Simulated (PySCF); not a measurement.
Compound: C₂H₆N (doublet state).
Atom-mapped SMILES: `[CH2:1][CH2:2][NH2:3]` (hydrogens: H4, H5 on C1; H6, H7 on C2; H8, H9 on N3)

Geometry (GFN2-xTB, Å), atoms numbered from 1 in this order:
```xyz
9
C2H6N angstrom
C      1.1454   -0.1371   -0.1772
C     -0.1537    0.5450   -0.3228
N     -1.2149   -0.1846    0.4006
H      1.3496   -1.0192   -0.7559
H      1.7524    0.0388    0.6914
H     -0.4672    0.5952   -1.3687
H     -0.1271    1.5556    0.0913
H     -1.2992   -1.1273    0.0324
H     -0.9717   -0.2603    1.3837
```

The hyperfine couplings belong to this conformer and change with its torsions.

Computed, not measured: UKS B3LYP, pcH-1 on C H N, non-relativistic, mean-field spin-orbit, GIAO (PySCF). One conformer (not necessarily the lowest) at the GFN2-xTB geometry, without solvent, vibrations or thermal averaging. A GFN2-xTB geometry isn't a minimum of the functional, and hyperfine couplings can be far from their values at a DFT geometry. Stability of the SCF solution: not tested.

(1) Where do the isotropic ENDOR lines of N3, H4/H5, H6/H7 and H8/H9 fall at 3358.8 mT, to first order?

(2) Which pairs are centred on the nuclear Larmor frequency, and which on half the coupling?

(3) At what field would the lower line of H8/H9 fall to zero frequency?

## Answers

(1) For S = 1/2 in fast tumbling each set of equivalent nuclei gives two lines, ν± = |νn ± a/2| to first order, with νn = g_N μN B/h and μN/h = 7.62259 MHz/T.

```csv
nuclei,isotope,g_N,νn (MHz),a_iso (MHz),lower line (MHz),upper line (MHz)
N3,14N,0.4038,10.34,4.39,8.14,12.53
H4/H5,1H,5.5857,143.01,-57.91,114.05,171.97
H6/H7,1H,5.5857,143.01,15.40,135.31,150.71
H8/H9,1H,5.5857,143.01,-8.89,138.56,147.46
```

(2) Centred on νn, since |a| < 2νn: N3, H4/H5, H6/H7 and H8/H9. No pair has |a| > 2νn.

(3) Where νn = |a|/2, that is B = 4.45 MHz/(5.5857 × 7.62259 MHz/T) = 104 mT, as far as first order holds there.

Class means assume fast exchange of nuclei equivalent by connectivity; if that motion is slow, each nucleus keeps its own coupling. The 1H value of +15.4 MHz is a mean of couplings from 11.0 to 19.8 MHz in this one geometry, not an average over conformers.

The largest Mulliken spin populations are on C1 (+1.03), N3 (+0.11) and C2 (-0.07). No atom but C1 exceeds +0.15. The positive populations add up to 1.15 and the negative ones to -0.15, together 2S = 1. The angles at C1 add up to 357.3°, so it is nearly planar; its axial dipolar tensor and the negative couplings of its protons fit spin in a p orbital normal to that plane.
